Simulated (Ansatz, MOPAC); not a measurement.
Dissociation curve of AlCl3, SMILES [Cl][Al]([Cl])[Cl]. The Al1–Cl4 bond (Al1 also carries Cl, Cl; Cl4 carries nothing else) is varied alone, starting from the PBE0/def2-TZVP optimised geometry.

- PM3, restricted, heats of formation (MOPAC)
- RKS-PBE = restricted PBE/cc-pVTZ (Ansatz, a program for electronic structure)
- UHF/cc-pVTZ (Ansatz)
- RCCSD = CCSD on RHF/cc-pVTZ, frozen core run with Ansatz

Energies are in kcal/mol, each relative to the lowest point of its own curve near equilibrium.

```tsv
R / Å	PM3	RKS-PBE	UHF	RCCSD
1.65	20.2	76.6	77.5	77.5
1.77	5.5	33.0	32.7	32.9
1.84	1.6	18.0	17.5	17.7
1.95	0.0	4.8	4.2	4.4
1.99	0.2	2.3	1.9	2.0
2.07	1.1	0.0	0.0	0.0
2.15	2.4	0.4	1.0	0.9
2.20	3.2	1.7	2.7	2.5
2.27	4.6	4.5	6.1	5.7
2.41	9.5	12.2	15.4	14.6
2.58	22.2	23.5	28.9	27.6
2.80	47.5	38.7	47.1	45.1
3.16	80.6	61.0	73.2	71.2
3.42	93.6	74.0	82.2	86.9
3.73	105.1	86.2	86.7	102.0
4.12	116.4	97.3	88.9	115.7
4.49	124.5	104.4	89.6	—
5.08	133.5	111.3	89.9	—
5.56	138.5	114.4	89.8	—
6.14	141.9	116.6	89.8	—
7.13	145.5	118.5	89.9	—
```

At the longest distance, 7.13 Å, PM3 lies highest above its minimum (145.5 kcal/mol) and UHF lowest (89.9 kcal/mol).

A dash means that the run gave no value there, or that the column was ended at a point which the program doubted or which failed a test of continuity chosen for this set; such a test can also cut sound points.

The restricted form behind PM3, RKS-PBE keeps the bonding electrons paired and can't separate into open-shell fragments. The unrestricted determinant behind UHF is spin-contaminated at 3.16 to 7.13 Å (<S²> up to 1.0, against 0.00 for a pure singlet). The T1 diagnostic of CCSD on the restricted reference of RCCSD exceeds 0.045 at 4.12 to 7.13 Å.
